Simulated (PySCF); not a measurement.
Gas-phase reaction: Si(NH2)4 + 3 H2 ⇌ H3SiNH2 + 3 NH3

Method: PySCF energies plus ideal-gas RRHO corrections (1 bar). † marks an energy on the PBE0/def2-TZVP geometry and frequencies; other levels use their own. MP2 freezes the core. All species are closed-shell singlets. Si(NH2)4, H3SiNH2: computed as isolated molecules; such fragments, hydroxides, amides, oligomers or adducts are transient or little studied in the gas. MP2 isn't extrapolated to the basis-set limit; its ΔH°(298 K) is 159.8 kJ in def2-SVP and 198.0 kJ in def2-TZVPP. The harmonic model lacks anharmonicity and excited electronic states, which grow with temperature; levels with a mode under 35 cm⁻¹ are left out. Internal rotation in Si(NH2)4, H3SiNH2 is treated as a harmonic vibration of one conformer, which makes the entropy rough.

```json
[
 {"level": "M06-2X/def2-TZVP†", "ΔE electronic, kJ": "183", "ΔH°(298 K), kJ": "221", "ΔS°(298 K), J/K": "114", "ΔG°(1600 K), kJ": "109"},
 {"level": "MP2/def2-SVP†", "ΔE electronic, kJ": "122", "ΔH°(298 K), kJ": "160", "ΔS°(298 K), J/K": "114", "ΔG°(1600 K), kJ": "48"},
 {"level": "PBE/def2-SVP", "ΔE electronic, kJ": "113", "ΔH°(298 K), kJ": "149", "ΔS°(298 K), J/K": "107", "ΔG°(1600 K), kJ": "50"},
 {"level": "PBE/def2-TZVP†", "ΔE electronic, kJ": "127", "ΔH°(298 K), kJ": "165", "ΔS°(298 K), J/K": "114", "ΔG°(1600 K), kJ": "53"},
 {"level": "PBE0/def2-TZVP", "ΔE electronic, kJ": "128", "ΔH°(298 K), kJ": "166", "ΔS°(298 K), J/K": "114", "ΔG°(1600 K), kJ": "54"},
 {"level": "LDA/def2-TZVP†", "ΔE electronic, kJ": "162", "ΔH°(298 K), kJ": "199", "ΔS°(298 K), J/K": "114", "ΔG°(1600 K), kJ": "88"}
]
```
ΔH° is lowest at PBE/def2-SVP and highest at M06-2X/def2-TZVP†. No reference value is set beside these.
